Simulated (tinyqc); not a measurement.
Inside a calculation. Method: Pariser-Parr-Pople SCF with singles CI, for the molecule [CH2-]C=CF (SMILES; centres numbered as the heavy atoms are written). One step of it, computed by the program tinyqc.

Question. Singles CI, singlets. Over the 3 single excitations with the smallest orbital gaps: A = (e_a - e_i) delta + 2 (ia|jb) - (ij|ab), with (pq|rs) = sum c_mp c_mq gamma_mn c_nr c_ns. f = 2/3 w |mu|^2 in atomic units, mu = sqrt2 sum c_ia sum_m c_mi c_ma R_m.

orbital energies (eV): -12.012941  -5.475458  -1.307178  8.739449

coefficients:
```
         MO1        MO2        MO3        MO4
1C  0.016055   0.540111   0.699312  -0.467958
2C  0.068133   0.676630  -0.034076   0.732372
3C  0.229167   0.471513  -0.696904  -0.489370
4F  0.970867  -0.167714   0.155326   0.071855
```

repulsion gamma_rs (eV):
```
           1C         2C         3C         4F
1C  11.130000   7.551966   5.239207   3.780396
2C   7.551966  11.130000   7.555018   5.578130
3C   5.239207   7.555018  11.130000   8.690256
4F   3.780396   5.578130   8.690256  21.400000
```

Centres (angstrom, eV; a flat drawing with bonds scaled to 1.40 angstrom):

| centre | x | y | core charge z | W | gamma_rr |
|---|---|---|---|---|---|
| 1C | -1.848000 | -0.127000 | 1 | 11.160000 | 11.130000 |
| 2C | -0.559000 | 0.421000 | 1 | 11.160000 | 11.130000 |
| 3C | 0.559000 | -0.421000 | 1 | 11.160000 | 11.130000 |
| 4F | 1.848000 | 0.127000 | 2 | 39.000000 | 21.400000 |

Give: singlet CI matrix; singlet excitation energies; oscillator strengths.

Answer.

singlet CI matrix (eV):
```
         3>4      2>4      1>4
3>4   4.9666  -0.0176   0.1191
2>4  -0.0176   7.7635  -0.2018
1>4   0.1191  -0.2018  14.8047
```

singlet excitation energies (eV): 4.9650  7.7578  14.8120

oscillator strengths: 0.6083  0.1578  0.0213
